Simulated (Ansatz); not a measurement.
Molecule: C2H4NO (charge -1, singlet). It need not be the lowest isomer of its formula. Whether it binds its extra electron was not tested at this geometry. SMILES: [CH2-]C(N)=O
Coordinates optimised at B3LYP-D3(BJ)/def2-TZVP (Ansatz, a program for electronic structure):
```xyz
8

O      0.3234     1.2893     0.3347
C     -0.0663     0.1321     0.0291
N      0.9935    -0.7689    -0.4354
C     -1.3455    -0.3978     0.0561
H      0.8071    -1.7247    -0.1526
H     -1.5517    -1.3988    -0.3054
H     -2.1804     0.2374     0.3201
H      1.8533    -0.4518    -0.0027
```
Charge -1, spin multiplicity 1.

Parts of the frozen-core correlation energy in cc-pVDZ (Ansatz, hartree). Frozen orbitals: 4; correlated occupied orbitals by spin: 12 and 12; virtual: 60 and 60. Spin-orbit coupling is left out. Non-relativistic.

```tsv
term	value
reference (HF)	-207.35466
MP2 opposite-spin	…
MP2 same-spin	…
CCSD correlation	-0.65489
(T)	…
T1 diagnostic	0.015
largest doubles amplitude	0.067
```

Question: Fill in the missing entries.

Answer: 
- MP2 opposite-spin, value: -0.46369
- MP2 same-spin, value: -0.16396
- (T), value: -0.02084
